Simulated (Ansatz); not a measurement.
## SiH3, doublet in cc-pVDZ: errors against full CI

Geometry: a point of a stretch scan, not a stationary point.

```
atom    x (Å)    y (Å)    z (Å)
  Si   0.0276   0.0485  -0.0615
   H   1.4428   0.0632   0.3914
   H  -0.6936   1.2686   0.3853
   H  -1.5172  -2.6842   0.9367
```

Basis cc-pVDZ; Ansatz 0.2.0. Correlated methods freeze the noble-gas cores, which leaves 7 electrons in 28 orbitals. Prefix R: restricted or restricted open-shell reference; prefix U: unrestricted. Active spaces: valence = (7e, 7o) chosen from the atoms' valence shells; pair = (3e, 3o) about the gap.

Full CI is exact within this basis and frozen core; it isn't the basis-set limit. The frozen core follows each run's orbitals, which can shift R against U totals by a few meV.

Unrestricted rows (U) aren't spin-pure: their determinants' ⟨S²⟩ exceeds S(S+1) by up to 0.58, so they mix in states of higher spin. For open shells CISD is restricted-active-space CI with the open shells as a complete middle space.

```
UHF ⟨S²⟩                          : 1.332
T1 diagnostic (RCCSD)             : 0.0399
largest doubles amplitude (RCCSD) : 0.119
T1 diagnostic (UCCSD)             : 0.0873
```

| level | E − E(RHF) (eV) |
| --- | --- |
| UHF | -0.3194 |
| RMP2 | -2.3995 |
| UMP2 | -2.4011 |
| RCCSD | -3.1956 |
| UCCSD | -3.1919 |
| RCCSD(T) | -3.2598 |
| UCCSD(T) | -3.2533 |

(1) Estimate how far full CI in cc-pVDZ lies from RCCSD(T). The table doesn't fix it; the size of (T) and the diagnostics are the guide.

(1) Full CI in cc-pVDZ lies 31 meV below RCCSD(T), which is 48 % of the (T) step (-64 meV). T1 is raised, and the rest is a large part of (T).

The other levels:

```csv
level,E − E(full CI) (meV),share of correlation (%),wall time
CISD,249,92.43,0.42 s
BCCD(T),30,99.08,1.5 s
RCCSDT,4,99.87,–
UCCSDT,5,99.86,–
RCCSDT(Q),1,99.97,6 s
UCCSDT(Q),1,99.97,7.5 s
RCCSDTQ,0,100.00,61 s (H100)
UCCSDTQ,0,99.99,33 s (H100)
CASSCF (pair space),2720,17.34,–
NEVPT2 (pair space),766,76.71,0.24 s
MRCISD (pair space),163,95.04,–
MRCISD+Q (pair space),6,99.82,0.36 s
CASSCF (valence space),1933,41.27,–
NEVPT2 (valence space),655,80.08,1.1 s
MRCISD (valence space),108,96.73,–
MRCISD+Q (valence space),33,98.99,1.5 s
```

The correlation energy at full CI, counted from RHF, is -3.291 eV. That run took 24 s on 2 threads of AMD EPYC 7R13 with a shared H100 80 GB, shared host over 33,540,030 determinants.

Times hold each run's SCF and search for its determinant on a shared host, so for small cases they say little of a method's own cost; rows without a card ran on 1 thread of AMD EPYC 7R13.

The full-CI state has the irrep A' of Cs, in the program's axes.

Natural occupations of full CI about the gap: 1.960 1.950 1.837 0.999 0.124 0.034 0.027 0.013 0.009 0.009; effectively unpaired electrons, Σ n²(2−n)², 1.17.
